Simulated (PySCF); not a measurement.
**Assignment exercise: C₄H₄O₂**

Molfile (atoms numbered from 1):
```
C4H4O2
     RDKit          3D

 10 10  0  0  0  0  0  0  0  0999 V2000
   -1.7069    1.4544   -0.9925 O   0  0  0  0  0  0  0  0  0  0  0  0
   -0.7978    0.8329   -0.5435 C   0  0  0  0  0  0  0  0  0  0  0  0
   -0.7899   -0.4979    0.1905 C   0  0  0  0  0  0  0  0  0  0  0  0
    0.6621   -0.7150    0.4602 C   0  0  0  0  0  0  0  0  0  0  0  0
    1.3163    0.3345   -0.0414 C   0  0  0  0  0  0  0  0  0  0  0  0
    0.5039    1.2668   -0.6333 O   0  0  0  0  0  0  0  0  0  0  0  0
   -1.2596   -1.2669   -0.4456 H   0  0  0  0  0  0  0  0  0  0  0  0
   -1.4154   -0.4184    1.0957 H   0  0  0  0  0  0  0  0  0  0  0  0
    1.1093   -1.5652    0.9709 H   0  0  0  0  0  0  0  0  0  0  0  0
    2.3781    0.5747   -0.0610 H   0  0  0  0  0  0  0  0  0  0  0  0
  1  2  2  0
  2  3  1  0
  3  4  1  0
  4  5  2  0
  5  6  1  0
  6  2  1  0
  3  7  1  0
  3  8  1  0
  4  9  1  0
  5 10  1  0
M  END
```

PySCF 2.14 calculation with GIAO PBE/pcSseg-2 shieldings, J: B3LYP/pcJ-1 (without the spin–dipole term) and PBE0-D3(BJ)/def2-SVP structure; no relativistic terms, single conformer, rapidly exchanging positions averaged, isolated molecule.

Scale: ¹³C (σ = 179.39 ppm), ¹H (σ = 31.18 ppm) against TMS (reference shieldings calculated alike).

**Question.** Assign these signals to the numbered atoms. ¹³C{¹H} NMR (computed): δ 180.6, 154.5, 111.3, 35.6.

**Answer.** 
| δ (ppm) | atoms | environment | reason |
| --- | --- | --- | --- |
| 180.6 | C2 | ester carbonyl carbon | it is a carbonyl in resonance with an O or N lone pair, the region of acids, esters and amides |
| 154.5 | C5 | alkene carbon bearing oxygen | an sp2 carbon further deshielded by the attached heteroatom |
| 111.3 | C4 | β carbon of an enol-ether or enamine type C=C | the O or N lone pair pushes π density onto this β carbon and shields it |
| 35.6 | C3 | sp3 CH2 α to a carbonyl | α to the electron-withdrawing carbonyl group |

**Question.** Assign these signals to the numbered atoms. ¹H NMR (300 MHz, computed): δ 6.91 (dt, J = 4.7, 3.5 Hz, 1H), 5.57 (dt, J = 4.7, 3.2 Hz, 1H), 3.04 (t, J = 3.3 Hz, 2H).

**Answer.** 
| δ (ppm) | atoms | environment | reason |
| --- | --- | --- | --- |
| 6.91 | H10 | hydrogen on an alkene carbon bearing oxygen | olefinic region |
| 5.57 | H9 | hydrogen on a β carbon of an enol-ether or enamine type C=C | a vinylic proton, deshielded by the sp2 carbon and the C=C anisotropy |
| 3.04 | H7/H8 | hydrogen on an sp3 CH2 α to a carbonyl | α to C=O |

Splittings below 1 Hz are ignored in the labels, and close J values are merged. Unscaled 3J(H,H) at this level run about 10 % above measured values. Shifts are as computed, not scaled to solution data. Of 1211 compounds with measured shifts, 218 miss one by over three times the rms of a fit or turn the order of signals round; such compounds aren't used in these exercises.
